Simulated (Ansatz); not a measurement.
## CrAgO$_{2}$: computed properties

Method: DFT r2SCAN, scalar-relativistic, plane waves, PAW in Ansatz 0.2.0.

Cutoff 500 eV; k points 12×12×12 on the computed 4-atom cell (Γ-centred); Gaussian smearing, width 0.02 eV; collinear spin from starting moments 2.69 0 0 0 μB.

The structure is relaxed at this level of theory with its symmetry kept. Whether it is the stable form of this composition wasn't checked.

Space group R-3m:H (No. 166). a = 2.990 Å, b = 2.990 Å, c = 18.553 Å, α = 90.00°, β = 90.00°, γ = 120.00°
```csv
atom,site,symmetry,x,y,z
Cr,3b,-3m,0.6667,0.3333,0.8333
Ag,3a,-3m,0.0000,0.0000,0.0000
O,6c,3m,0.3333,0.6667,0.7799
```

Question: Formation energy from the elements' standard states (uncorrected)?

Answer: -1.666 eV/atom.

Question: Generalised Kohn–Sham band gap?

Answer: 1.24 eV, indirect from (-0.005, 0.375, -0.380) to Γ.

Question: Löwdin character of the top 1 eV of the valence band?

Answer: Cr 3d 70 %, O 2p 19 %.

Question: Löwdin character of the lowest 1 eV of the conduction band?

Answer: Ag 5s 31 %, Cr 3d 24 %, O 2p 16 %, Ag 4d 12 %, O 2s 8 %, unprojected 8 %.

Question: Electron masses at the edge by Cartesian direction of the standard setting (m_e; degenerate bands sorted by energy; no spin-orbit coupling)?

Answer: x: 1.5; y: 1.5; z: 0.26.

Question: Hole masses at the edge by Cartesian direction of the standard setting (m_e; degenerate bands sorted by energy; no spin-orbit coupling)?

Answer: x: 2.5; y: 2.5; z: 3.1.

Question: Bader charges (e)?

Answer: Cr (1 in the cell) 1.84, Ag (1 in the cell) 0.52, O (2 in the cell) -1.18.

Question: Total moment?

Answer: 3.00 μB per cell.

Question: Site moments (μB; atoms counted from 1 over the whole cell)?

Answer: Cr (atom 1) 2.44.

The state reached may not be the lowest one.

Only this magnetic start was tried.

Cost: 3 runs of about 5.7 core-minutes in all, on Intel Xeon Platinum 8259CL (Skylake/Cascade Lake) (shared hosts).